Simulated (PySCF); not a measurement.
PySCF input (TPSSh/def2-TZVPD):

```python
from pyscf import gto, scf, dft

mol = gto.M(
    atom='''
    Al   -0.00000000    0.00000000   -0.00000000
    Cl   -0.00589674    2.07624780    0.02827792
    Cl    1.80113704   -1.03281539   -0.02893206
    Cl   -1.79524030   -1.04343241    0.00065414
    ''',
    basis='def2-tzvpd',
    charge=0,
    spin=0,
    verbose=4,
)

mf = dft.RKS(mol, xc='tpssh').density_fit(auxbasis='def2-universal-jkfit')
mf.grids.level = 3
mf.conv_tol = 1e-9
mf.max_cycle = 100
mf.max_memory = 1500
mf.kernel()
if not mf.converged:
    mf = mf.newton()
    mf.kernel(mf.make_rdm1())
mf.analyze()
```

End of the output:

```
Extra cycle  E= -1623.35160098713  delta_E= -1.59e-12  |g|= 1.32e-06  |ddm|= 2.63e-06
converged SCF energy = -1623.35160098713
**** SCF Summaries ****
Total Energy =                       -1623.351600987130496
Nuclear Repulsion Energy =             296.530728464298136
One-electron Energy =                -2835.188873878016693
Two-electron Energy =                  915.306544426588061
Two-electron Coulomb Energy =         1018.929923691531485
DFT Exchange-Correlation Energy =     -103.623379264943452
HOMO-LUMO gap [eV] =                     6.860010200145927
**** MO energy ****
MO #1   energy= -101.38526117441   occ= 2
MO #2   energy= -101.385253834552  occ= 2
MO #3   energy= -101.385251403703  occ= 2
MO #4   energy= -55.9938435688428  occ= 2
MO #5   energy= -9.38842356789282  occ= 2
MO #6   energy= -9.38841432802637  occ= 2
MO #7   energy= -9.38841105634255  occ= 2
MO #8   energy= -7.13265174669655  occ= 2
MO #9   energy= -7.13265147895645  occ= 2
MO #10  energy= -7.13264861786515  occ= 2
MO #11  energy= -7.12925546929044  occ= 2
MO #12  energy= -7.12924496569244  occ= 2
MO #13  energy= -7.12924396798665  occ= 2
MO #14  energy= -7.12840525492934  occ= 2
MO #15  energy= -7.1283968558973   occ= 2
MO #16  energy= -7.12839547445108  occ= 2
MO #17  energy= -4.16342341274914  occ= 2
MO #18  energy= -2.7107552694292   occ= 2
MO #19  energy= -2.70462822125204  occ= 2
MO #20  energy= -2.70462806404797  occ= 2
MO #21  energy= -0.822509466132932 occ= 2
MO #22  energy= -0.806806170312718 occ= 2
MO #23  energy= -0.80680317309497  occ= 2
MO #24  energy= -0.451585517149589 occ= 2
MO #25  energy= -0.390839689103014 occ= 2
MO #26  energy= -0.390837227473593 occ= 2
MO #27  energy= -0.357067883768768 occ= 2
MO #28  energy= -0.34075853918473  occ= 2
MO #29  energy= -0.34075586080583  occ= 2
MO #30  energy= -0.335662458110079 occ= 2
MO #31  energy= -0.335660368325276 occ= 2
MO #32  energy= -0.318648577761603 occ= 2
MO #33  energy= -0.0665478506944882 occ= 0
MO #34  energy= -0.056594832591621 occ= 0
MO #35  energy= 0.0185233236889521 occ= 0
MO #36  energy= 0.0192271032236476 occ= 0
MO #37  energy= 0.0192272586351842 occ= 0
MO #38  energy= 0.0359311822321202 occ= 0
MO #39  energy= 0.0453902852094063 occ= 0
MO #40  energy= 0.0485809948894829 occ= 0
MO #41  energy= 0.0485830563670741 occ= 0
MO #42  energy= 0.0641533097246853 occ= 0
MO #43  energy= 0.0641537609919875 occ= 0
MO #44  energy= 0.0703506431682641 occ= 0
MO #45  energy= 0.0703546741406234 occ= 0
MO #46  energy= 0.0846974093042507 occ= 0
MO #47  energy= 0.084697889871196  occ= 0
MO #48  energy= 0.0865805163634209 occ= 0
MO #49  energy= 0.0953926571443398 occ= 0
MO #50  energy= 0.139287105868279  occ= 0
MO #51  energy= 0.139288031449744  occ= 0
MO #52  energy= 0.169007884117535  occ= 0
MO #53  energy= 0.16900884342325   occ= 0
MO #54  energy= 0.175763724760886  occ= 0
MO #55  energy= 0.187305366856155  occ= 0
MO #56  energy= 0.187305501935602  occ= 0
MO #57  energy= 0.196849666847318  occ= 0
MO #58  energy= 0.204540081048567  occ= 0
MO #59  energy= 0.204540782568472  occ= 0
MO #60  energy= 0.216843370950726  occ= 0
MO #61  energy= 0.217363001525559  occ= 0
MO #62  energy= 0.219156843450683  occ= 0
MO #63  energy= 0.219158903949773  occ= 0
MO #64  energy= 0.221508483105792  occ= 0
MO #65  energy= 0.229556168157288  occ= 0
MO #66  energy= 0.229557091118144  occ= 0
MO #67  energy= 0.27791923987634   occ= 0
MO #68  energy= 0.303202792409839  occ= 0
MO #69  energy= 0.305321109210423  occ= 0
MO #70  energy= 0.305321278624967  occ= 0
MO #71  energy= 0.338596480356757  occ= 0
MO #72  energy= 0.338596830244194  occ= 0
MO #73  energy= 0.346455394740575  occ= 0
MO #74  energy= 0.372322219638444  occ= 0
MO #75  energy= 0.372327914225353  occ= 0
MO #76  energy= 0.435494776935832  occ= 0
MO #77  energy= 0.435497326163592  occ= 0
MO #78  energy= 0.439978189014794  occ= 0
MO #79  energy= 0.521695915657279  occ= 0
MO #80  energy= 0.522253521409265  occ= 0
MO #81  energy= 0.546403281604795  occ= 0
MO #82  energy= 0.546405635707263  occ= 0
MO #83  energy= 0.559009783431195  occ= 0
MO #84  energy= 0.559010400226876  occ= 0
MO #85  energy= 0.565521672926009  occ= 0
MO #86  energy= 0.583802082319594  occ= 0
MO #87  energy= 0.58380281075256   occ= 0
MO #88  energy= 0.58527463715818   occ= 0
MO #89  energy= 0.591962229363863  occ= 0
MO #90  energy= 0.606172615295114  occ= 0
MO #91  energy= 0.606175429102706  occ= 0
MO #92  energy= 0.60824921760339   occ= 0
MO #93  energy= 0.61057541625885   occ= 0
MO #94  energy= 0.624654696034314  occ= 0
MO #95  energy= 0.624658113769917  occ= 0
MO #96  energy= 0.634075459590435  occ= 0
MO #97  energy= 0.634076420211692  occ= 0
MO #98  energy= 0.738471402547124  occ= 0
MO #99  energy= 0.76289031660937   occ= 0
MO #100 energy= 0.762892364092976  occ= 0
MO #101 energy= 0.80732699131368   occ= 0
MO #102 energy= 0.807331817471747  occ= 0
MO #103 energy= 0.822425506343232  occ= 0
MO #104 energy= 0.822426322372926  occ= 0
MO #105 energy= 0.844020535514661  occ= 0
MO #106 energy= 0.932735325063146  occ= 0
MO #107 energy= 0.932743688536687  occ= 0
[...]
```
